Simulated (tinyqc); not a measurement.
Inside a calculation. Method: MP2 on RHF in the sto-3g basis, frozen core, for H2F+, spin multiplicity 1. One step of it, computed by the program tinyqc.

Task: Orthogonalisation. S = U s U^T; symmetric (Loewdin) form X = U s^(-1/2) U^T, so that X^T S X = 1.

overlap S, order 1F 1s, 1F 2s, 1F 2px, 1F 2py, 1F 2pz, 2H 1s, 3H 1s:
$$\begin{pmatrix}
1.000000 & 0.237990 & 0.000000 & 0.000000 & 0.000000 & 0.027251 & 0.027251 \\
0.237990 & 1.000000 & 0.000000 & 0.000000 & 0.000000 & 0.300333 & 0.300333 \\
0.000000 & 0.000000 & 1.000000 & 0.000000 & 0.000000 & 0.000000 & 0.000000 \\
0.000000 & 0.000000 & 0.000000 & 1.000000 & 0.000000 & 0.222584 & -0.222584 \\
0.000000 & 0.000000 & 0.000000 & 0.000000 & 1.000000 & 0.131114 & 0.131114 \\
0.027251 & 0.300333 & 0.000000 & 0.222584 & 0.131114 & 1.000000 & 0.117273 \\
0.027251 & 0.300333 & 0.000000 & -0.222584 & 0.131114 & 0.117273 & 1.000000
\end{pmatrix}$$

Give: eigenvalues of S; X.

Result:

eigenvalues of S: [0.5444, 0.6212, 0.9102, 1.0000, 1.0820, 1.2616, 1.5807]

X, order 1F 1s, 1F 2s, 1F 2px, 1F 2py, 1F 2pz, 2H 1s, 3H 1s:
$$\begin{pmatrix}
1.0233 & -0.1319 & 0.0000 & 0.0000 & -0.0036 & 0.0150 & 0.0150 \\
-0.1319 & 1.0980 & 0.0000 & 0.0000 & 0.0323 & -0.1613 & -0.1613 \\
0.0000 & 0.0000 & 1.0000 & 0.0000 & 0.0000 & 0.0000 & 0.0000 \\
0.0000 & 0.0000 & 0.0000 & 1.0449 & 0.0000 & -0.1316 & 0.1316 \\
-0.0036 & 0.0323 & 0.0000 & 0.0000 & 1.0138 & -0.0690 & -0.0690 \\
0.0150 & -0.1613 & 0.0000 & -0.1316 & -0.0690 & 1.0697 & -0.0445 \\
0.0150 & -0.1613 & 0.0000 & 0.1316 & -0.0690 & -0.0445 & 1.0697
\end{pmatrix}$$
